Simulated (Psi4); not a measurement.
Psi4 input (wB97X-D/6-31G*):

```
memory 1500 MB

molecule {
0 2
C    -0.00526853   -0.07818118    0.25668291
C     0.21432733   -0.71945097   -0.90441436
C    -0.06417696    0.73770674   -1.00647025
C    -0.11661065   -0.06504015    1.60843093
H     0.43553374   -1.62494026   -1.43935488
H     0.75052162    1.42463687   -1.23460956
H    -1.03194270    1.07391313   -1.37801979
H     0.01552548   -0.97202136    2.18420501
H    -0.33926529    0.84820500    2.14240385
symmetry c1
no_reorient
no_com
}

set {
  basis 6-31G*
  reference uks
  scf_type pk
  dft_radial_points 99
  dft_spherical_points 590
  e_convergence 1e-8
  d_convergence 1e-7
  maxiter 150
}

e = energy('wb97x-d')
print_out(f'\nFINAL {e:.10f} DIPOLE {variable("CURRENT DIPOLE")[0]:.6f} {variable("CURRENT DIPOLE")[1]:.6f} {variable("CURRENT DIPOLE")[2]:.6f}\n')
```

From the last part of the output:

```
              A
    DOCC [    14 ]
    SOCC [     1 ]
    NA   [    15 ]
    NB   [    14 ]

  @UKS Final Energy:  -155.24047857760590

   => Energetics <=

    Nuclear Repulsion Energy =            102.2525821405941855
    One-Electron Energy =                -409.7011632234610374
    Two-Electron Energy =                 168.2427056396522289
    DFT Exchange-Correlation Energy =     -16.0325193695040902
    Empirical Dispersion Energy =          -0.0020837648872025
    VV10 Nonlocal Energy =                  0.0000000000000000
    Total Energy =                       -155.2404785776058986

  UHF NO Occupations:
  HONO-2 :   13  A 1.9993459
  HONO-1 :   14  A 1.9822605
  HONO-0 :   15  A 1.0000000
  LUNO+0 :   16  A 0.0177395
  LUNO+1 :   17  A 0.0006541
  LUNO+2 :   18  A 0.0004118
  LUNO+3 :   19  A 0.0002961

Computation Completed

Properties will be evaluated at   0.000000,   0.000000,   0.000000 [a0]

Properties computed using the SCF density matrix

 Multipole Moments:

 ------------------------------------------------------------------------------------
     Multipole            Electronic (a.u.)      Nuclear  (a.u.)        Total (a.u.)
 ------------------------------------------------------------------------------------

 L = 1.  Multiply by 2.5417464519 to convert [e a0] to [Debye]
 Dipole X            :          0.0211662           -0.0000000            0.0211662
 Dipole Y            :         -0.0964873            0.0000000           -0.0964872
 Dipole Z            :         -0.0271085            0.0000000           -0.0271084
 Magnitude           :                                                    0.1024337

 ------------------------------------------------------------------------------------

FINAL -155.2404785776 DIPOLE 0.021166 -0.096487 -0.027108

*** Psi4 exiting successfully. Buy a developer a beer!
```
